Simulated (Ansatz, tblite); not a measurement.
# SbI3: rung by rung

One table from this session's results is given with a row withheld; the runs are named, their logs left out.

Method: as each input shows; program: Ansatz 0.2.0, Gaussian basis.

Plan: GFN1-xTB, GFN2-xTB, PBE-D4/def2-TZVP, r2SCAN-D4/def2-TZVP, B2PLYP/def2-TZVP, HSE06-D4/def2-TZVP, revPBE-D4/def2-TZVP, r2SCANh-D4/def2-TZVP, CAM-B3LYP-D4/def2-TZVP, PBE-QIDH/def2-TZVP, B3LYP-D4/def2-TZVP, PBE-D4/def2-SVP, PBE0-D4/def2-SVP, CCSD(T)/def2-SVP, MP2/def2-TZVP, RPA/def2-TZVP.

### The relaxed structure

The singlet was relaxed beforehand with PBE-D4/def2-SVP.

4 atoms, charge 0, spin multiplicity 1.

Bond lengths: Sb1–I2 2.765 Å, Sb1–I3 2.765 Å, Sb1–I4 2.765 Å. Angles: I2–Sb1–I3 100.6°, I2–Sb1–I4 100.6°, I3–Sb1–I4 100.6°.

I, Sb take a core potential in the def2 sets. No spin-orbit coupling is included.

PBE0-D4/def2-TZVP was run before; its log isn't repeated, and its numbers join the tables.

Set-up of the first run:

Tight binding, by tblite at 300 K electronic temperature and without a spin-polarisation term:

```python
tblite.interface.Calculator('GFN1-xTB', numbers, positions, charge=0, uhf=0).singlepoint()
```

Tight binding, by tblite at 300 K electronic temperature and without a spin-polarisation term:

```python
tblite.interface.Calculator('GFN2-xTB', numbers, positions, charge=0, uhf=0).singlepoint()
```

start.molden holds the orbitals of an earlier run on this state, given as this run's starting guess.

in.yaml

```yaml
crystal:
  periodic: [false, false, false]
  atoms:
    - {symbol: Sb, position_ang: [-0.004148, 0.005133, 0.951070]}
    - {symbol: I, position_ang: [2.458316, -0.031202, -0.306099]}
    - {symbol: I, position_ang: [-1.201530, 2.140764, -0.333760]}
    - {symbol: I, position_ang: [-1.252648, -2.114696, -0.311220]}
basis:
  gaussian: {orbitals: def2-TZVP, initial_orbitals: start.molden}
hamiltonian: {xc: pbe, dispersion: d4}
scf: {omitted_lower_state_checks: [starts]}
output: {orbitals: {seedname: orbitals}}
```

Started as:

```sh
$ ansatz run in.yaml --threads 4 --pin off --events-out ev --progress --plain --max-ram 3916MiB
```

Among the steps run: PBE-D4/def2-TZVP; r2SCAN-D4/def2-TZVP; B2PLYP/def2-TZVP; HSE06-D4/def2-TZVP; revPBE-D4/def2-TZVP; r2SCANh-D4/def2-TZVP; CAM-B3LYP-D4/def2-TZVP; PBE-QIDH/def2-TZVP; B3LYP-D4/def2-TZVP; PBE-D4/def2-SVP; PBE0-D4/def2-SVP; CCSD(T)/def2-SVP; MP2/def2-TZVP; RPA/def2-TZVP.

One table of the session follows, with a row left open; its other results are not shown here.

It belongs to the step «Levels side by side». 

```
                 level  HOMO (eV)  LUMO (eV)  gap (eV)
       PBE-D4/def2-SVP      -6.46      -3.61      2.84
      PBE-D4/def2-TZVP      -6.53      -3.61      2.93
   revPBE-D4/def2-TZVP      -6.48      -3.52      2.96
   r2SCAN-D4/def2-TZVP      -6.83      -3.55      3.29
  r2SCANh-D4/def2-TZVP      -7.18      -3.31      3.87
    B3LYP-D4/def2-TZVP          ?          ?         ?
      PBE0-D4/def2-SVP      -7.53      -3.05      4.48
     PBE0-D4/def2-TZVP      -7.53      -2.98      4.55
    HSE06-D4/def2-TZVP      -7.16      -3.34      3.82
CAM-B3LYP-D4/def2-TZVP      -8.62      -2.10      6.52
```

**Question.** Estimate the row for B3LYP-D4/def2-TZVP.

As computed: HOMO (eV): -7.31; LUMO (eV): -3.16; gap (eV): 4.15. In the column «HOMO (eV)» it lies between PBE0-D4/def2-TZVP (-7.53) and r2SCANh-D4/def2-TZVP (-7.18).
